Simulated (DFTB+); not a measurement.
DFTB+ input (SCC-DFTB): The folder sk holds the Slater-Koster set scc that CP2K ships.

```
Geometry = xyzFormat {
3

C     -0.00000000    -0.00000000    -0.49689011
N      0.00000000     0.00000000     0.64927938
H     -0.00000000    -0.00000000    -1.56361504
}
Driver = GeometryOptimization {
  Optimizer = Rational {}
  MaxSteps = 500
  OutputPrefix = "geo_end"
  Convergence { GradElem = 1e-5 }
}
Hamiltonian = DFTB {
  SCC = Yes
  SCCTolerance = 1e-8
  MaxSCCIterations = 300
  Charge = 0
  SlaterKosterFiles = Type2FileNames {
    Prefix = "sk/"
    Separator = ""
    Suffix = ".spl"
    LowerCaseTypeName = Yes
  }
  MaxAngularMomentum {
    C = "p"
    H = "s"
    N = "p"
  }
  Filling = Fermi { Temperature [K] = 0 }
}
ParserOptions { ParserVersion = 14 }
```

From the last part of the output:

```
    2   2   1   0       1.40320660  p_z
    2   2   1   1       1.06770790  p_x
    3   1   0   0       0.83153691  s

Fermi level:                        -0.1642299810 H           -4.4689 eV
Band energy:                        -4.5650367115 H         -124.2210 eV
TS:                                  0.0000000000 H            0.0000 eV
Band free energy (E-TS):            -4.5650367115 H         -124.2210 eV
Extrapolated E(0K):                 -4.5650367115 H         -124.2210 eV
Input / Output electrons (q):     10.0000000000     10.0000000000

Energy H0:                          -4.7531676990 H         -129.3403 eV
Energy SCC:                          0.0068741676 H            0.1871 eV
Total Electronic energy:            -4.7462935314 H         -129.1532 eV
Repulsive energy:                    0.3059618281 H            8.3256 eV
Total energy:                       -4.4403317033 H         -120.8276 eV
Extrapolated to 0:                  -4.4403317033 H         -120.8276 eV
Total Mermin free energy:           -4.4403317033 H         -120.8276 eV
Force related energy:               -4.4403317033 H         -120.8276 eV

Non-constrained calculation

SCC converged

Full geometry written in geo_end.{xyz|gen}

Dipole moment:    0.00000000    0.00000000   -0.69677258 au
Dipole moment:    0.00000000    0.00000000   -1.77101940 Debye

Geometry converged
```

The geometry given is a B3LYP-D3(BJ)/def2-TZVP minimum.
